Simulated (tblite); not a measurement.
Compound: C₄H₆N (doublet state).
Cartesian coordinates in Å at the GFN2-xTB level; atoms count from 1:
```
atom  x, y, z in Å
C1     2.2355   -0.0846    0.1488
N2     1.3743    0.7738   -0.2348
C3     0.0638    0.7971   -0.1016
C4    -0.7781   -0.3374   -0.0852
C5    -2.1240   -0.2736   -0.0628
H6     2.0400   -0.8549    0.8923
H7     3.2364   -0.0080   -0.2448
H8    -0.3843    1.7818   -0.1306
H9    -0.2877   -1.3031   -0.1079
H10   -2.6386    0.6721   -0.0533
H11   -2.7319   -1.1605   -0.0460
```

All values are computed: GFN2-xTB (tblite) harmonic vibrations without scaling, gas phase. Against measured fundamentals such values can be off by several per cent, at times by over 20. One conformer, not necessarily the lowest. Open shells enter through the occupations alone, without spin polarisation, and single modes of such species can be off by tens of per cent.

Harmonic wavenumbers (cm⁻¹): 149.9, 189.3, 319.8, 369.4, 504.7, 598.0, 654.8, 781.4, 825.6, 840.7, 932.8, 987.2, 1097.4, 1155.2, 1214.8, 1259.8, 1347.4, 1403.0, 1442.4, 1531.1, 1629.3, 2946.1, 3044.1, 3055.8, 3088.7, 3108.4, 3141.6.

A = 21929, B = 2814, C = 2523 MHz; mass 68.050 u (most abundant isotopes); point group C1, symmetry number 1; spin multiplicity 2.

Task: Zero-point energy?

Result: ½Σν̃ = 18809 cm⁻¹ = 225.01 kJ/mol.

Task: What is S at 200 K and 1 bar for an ideal gas of classical rigid rotors and harmonic oscillators?

Result: Translation 153.19, rotation 100.20, vibration 22.51, spin (R ln 2) 5.76: S = 281.7 J/(mol K).

Task: And Cp and H(200 K) − H(0)?

Result: Cp = 68.97 J/(mol K), of which vibrations give 35.71 (their classical limit is 27 R = 224.5); H(200 K) − H(0) = 9.57 kJ/mol without the zero-point energy, 2.92 from vibrations.

Task: What must be added to the electronic energy to get the Gibbs energy at 200 K and 1 bar?

Result: ZPE + [H(200 K) − H(0)] − T·S = 225.01 + 9.57 − 56.33 = 178.25 kJ/mol.

Task: Blend soft modes into free rotors: weight 1/[1 + (100 cm⁻¹/ν̃)⁴] for the oscillator and the rest for a rotor with moment μB/(μ + B), μ = h/(8π²ν), B = 10⁻⁴⁴ kg m². What vibrational entropy results?

Result: 22.73 J/(mol K) in place of 22.51, which changes −T·S at 200 K by -0.04 kJ/mol.

Task: Which modes carry the vibrational entropy at 200 K?

Result: 149.9 cm⁻¹: 8.08; 189.3 cm⁻¹: 6.36; 319.8 cm⁻¹: 3.01; 369.4 cm⁻¹: 2.27; 504.7 cm⁻¹: 1.04; 598.0 cm⁻¹: 0.60 J/(mol K); the other 21 give 1.14 together.

Task: How do the functions run with temperature in this model?

Result: 
```csv
T (K),S (J/(mol K)),Cp (J/(mol K)),H − H(0) (kJ/mol),G − H(0) (kJ/mol),ln q(vib)
100,242.4,47.1,3.79,-20.46,0.21
300,314.1,93.0,17.66,-76.58,1.91
500,372.1,135.4,40.73,-145.33,4.12
800,445.4,175.8,87.96,-268.34,7.63
1000,486.6,193.5,124.98,-361.62,9.89
```

q(vib) and H(0) count from the zero-point level.

Hindered rotation and anharmonicity are outside this model. Other conformers, if any are populated, would add a mixing term that is left out. The structure is chiral; the term R ln 2 for an equal mix with its mirror image is left out.
